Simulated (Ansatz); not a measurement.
Input file:

```yaml
crystal:
  periodic: [false, false, false]
  atoms:
    - {symbol: N, position_ang: [0.042497, 0.000130, 0.769665]}
    - {symbol: C, position_ang: [-0.020062, 0.008502, -0.697859]}
    - {symbol: H, position_ang: [-0.217297, -0.954107, -1.199002]}
    - {symbol: H, position_ang: [-0.134189, 0.850992, -1.180790]}
basis:
  gaussian: {orbitals: cc-pVDZ}
magnetization: {spin_polarized: false, initial_magnetization: 3}
correlation: {method: fic_mrcisd_q, electrons: outside_noble_gas, active_space: {window: {electrons: 5, orbitals: 5}, places: [1, 2]}}
```

```sh
$ ansatz run in.yaml --threads 1 --pin off --events-out ev --progress --plain --max-ram 2393MiB
```

Problem. One thing in this input was set wrong on purpose, beside settings that are merely unusual. What is the gravest fault, and what does the program do?

Solution. Two definitions of the active space. How the run ends: refused.
```
Error: invalid value for `correlation.active_space`: name one of window, places and ras
```
